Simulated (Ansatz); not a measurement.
# Ta: one input, then a changed one

The cell was built from the bcc type and relaxed in the same program, and has space group Im-3m; it needn't be a known or the stable phase.

First run: DFT, PBE, PAW with Ansatz's default frozen-core files, scalar-relativistic (Ansatz 0.2.0).

Command: `ansatz run input.yaml --threads 1 --pin off --max-ram 2048MiB --backend cpu --events-out ev --progress --plain --runs-dir out` The run took 2.6 s on 1 thread of AMD EPYC 9R14 (Zen 4) (shared host), peak memory 0.46 GiB.

```yaml
crystal:
  lattice:
    - [-1.6604479152, 1.6604479152, 1.6604479152]
    - [1.6604479152, -1.6604479152, 1.6604479152]
    - [1.6604479152, 1.6604479152, -1.6604479152]
  atoms:
    - { symbol: Ta, position: [0.0, 0.0, 0.0] }
kpoints:
  mp_grid: { grid: [16, 16, 16] }
scf:
  occupations: { method: fermi_dirac, width: 0.08 }
hamiltonian:
  xc: pbe
  pseudopotentials: { kind: paw }
output:
  forces: true
  stress: true
  eigenvalues: true
  efg: { contact_densities: true }
basis:
  ecutwfc: 800
```

Result: converged; pressure 0.02 GPa; 6 SCF iterations.

Spin polarisation is left out, and whether a magnetic state lies lower isn't shown here.

No spin–orbit coupling, which matters for the heavy atoms here.

The input is then changed:

```diff
@@ -9,5 +9,5 @@
   mp_grid: { grid: [16, 16, 16] }
 scf:
-  occupations: { method: fermi_dirac, width: 0.08 }
+  occupations: { method: gaussian, width: 0.1 }
 hamiltonian:
   xc: pbe
```

(1) Predict the outcome of the changed run.

## Answers

(1) It converged; energy at zero smearing +0.9 meV/atom from the first run; pressure -0.03 GPa; 6 SCF iterations.
